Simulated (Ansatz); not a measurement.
Ansatz (a program for electronic structure) input (PBE/6-31G*):

Ansatz 0.2 input:
```yaml
crystal:
  periodic: [false, false, false]
  atoms:
    - {symbol: S, position_ang: [-0.00000000, -0.00000000, -1.55270816]}
    - {symbol: C, position_ang: [0.00000000, 0.00000000, 0.00000000]}
    - {symbol: S, position_ang: [0.00000000, 0.00000000, 1.55270816]}
basis:
  gaussian:
    orbitals: 6-31G*
hamiltonian:
  xc: {name: PBE}
total_charge: -1
magnetization: {spin_polarized: true, initial_magnetization: 1}
```

From the last part of the output:

```
Functional definition: PBE
integrals: 0.01 GiB planned
579 factors; their error is unknown
mean field: 0.12 GiB planned
mean field evaluation 1: about -22695.5132 eV, gradient 8.5e0 eV
mean field evaluation 2: about -22694.5813 eV, gradient 1.6e1 eV
mean field evaluation 4: about -22695.8256 eV, gradient 2.7e-1 eV
mean field evaluation 8: about -22695.7976 eV, gradient 8.7e-3 eV
mean field evaluation 16: about -22695.7403 eV, gradient 2.9e0 eV
mean field -22695.79760928 eV, -834.0551783768 hartree, gradient 4.6e-6 eV, S^2 0.752325; 2 other end points of the search recorded, 0 dependent functions left out
reference -22695.79763492 eV, -834.0551793191 hartree; 20, 19 occupied and 33, 34 virtual orbitals, 579 factors
Total energy: -22695.79763492 eV, -834.0551793191 hartree
```

The dipole moment of an ion depends on the origin.
